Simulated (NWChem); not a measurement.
Correlation energy of H₂Si (+1)

```
Si
H 1 1.5137
H 1 1.5137 2 119.91
```
Charge +1, spin multiplicity 2.

Program: NWChem. Structure: optimised with UPBE/def2-SVP, a minimum by its harmonic frequencies.

Basis set: 3-21G. Each correlation energy counts from its own Hartree-Fock reference.

The correlated methods keep 5 core orbitals frozen. This spin state was chosen for the runs; another may lie lower. The structure started from a generated list of species. The unpaired electrons of the parent sit in orbitals of symmetry a1 (C2v labels of the run); other states weren't searched. The stability of the SCF solutions was not checked. Open-shell Hartree-Fock references start from PBE0 orbitals. Coupled-cluster values serve here as a point of comparison, not as the truth.

```csv
method,correlation energy (mHa)
CCSD[T] on UHF,-51.9
CCSDT on ROHF,…
CCSD on ROHF,…
CCSD(T) on UHF,-51.9
CCSD(T) on ROHF,-52.4
UMP2,…
CCSD on UHF,-51.3
SCS-UMP2,…
CCSD[T] on ROHF,-52.4
```

### Question
What belongs in the gaps?

### Answer

- CCSDT on ROHF, correlation energy (mHa): -52.7
- CCSD on ROHF, correlation energy (mHa): -51.7
- UMP2, correlation energy (mHa): -35.1
- SCS-UMP2, correlation energy (mHa): -40.5
